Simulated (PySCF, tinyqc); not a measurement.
Ways to converge the cycle: SCF convergence aids in the sto-3g basis, for HF, spin multiplicity 1. Computed by the program tinyqc with PySCF. RHF with one setting changed at a time; a run stops when the energy changes by less than 1e-09 hartree and the error matrix is below 1e-5. The start is the Wolfsberg-Helmholz matrix. Damping d keeps d of the old density; a shift (hartree) raises the virtual levels; DIIS n extrapolates F over n matrices.

Geometry (angstrom):
```
atom,x,y,z
F,0.0000,0.0000,0.0000
H,0.0000,0.0000,1.8220
```

lowest restricted solution found by these runs and by PySCF = -98.304475 hartree

Largest element of the error matrix X^T (FDS - SDF) X:
```
iteration,plain,damping 0.3,damping 0.6,shift 0.4,DIIS 3,DIIS 8
1,2.3e-01,2.3e-01,2.3e-01,2.3e-01,2.3e-01,2.3e-01
2,4.4e-01,1.3e-01,8.6e-02,3.1e-01,4.4e-01,4.4e-01
3,3.5e-01,8.2e-02,4.5e-02,5.8e-02,2.2e-01,2.2e-01
4,2.8e-01,1.4e-02,2.6e-02,7.7e-03,1.1e-01,1.1e-01
5,1.8e-01,6.8e-03,1.5e-02,1.3e-03,1.1e-02,3.8e-02
6,1.2e-01,3.3e-03,8.5e-03,4.9e-04,7.7e-04,1.3e-04
8,4.6e-02,7.3e-04,4.9e-03,6.9e-05,2.9e-08,1.1e-07
10,1.8e-02,1.5e-04,2.6e-03,9.4e-06,-,-
14,2.8e-03,6.0e-06,6.7e-04,-,-,-
20,1.7e-04,-,7.8e-05,-,-,-
30,-,-,1.8e-06,-,-,-
```

How each run ends:
```
run,iterations,E (hartree),state
plain,27,-98.304475,lowest found
damping 0.3,19,-98.304475,lowest found
damping 0.6,40,-98.304475,lowest found
shift 0.4,10,-98.304475,lowest found
DIIS 3,8,-98.304475,lowest found
DIIS 8,8,-98.304475,lowest found
```

What does the comparison show, and why?

6 of 6 runs reach the lowest restricted solution found, in 8 to 40 iterations (fastest: DIIS 3, DIIS 8). Plain steps already contract here, so damping only slows them. DIIS 3 and DIIS 8 gain by cancelling the error over several earlier matrices, much as a quasi-Newton step does. The restricted reference is unstable here: a spin-polarised solution lies 0.1540 hartree lower (PySCF), so results built on it describe a poor reference.
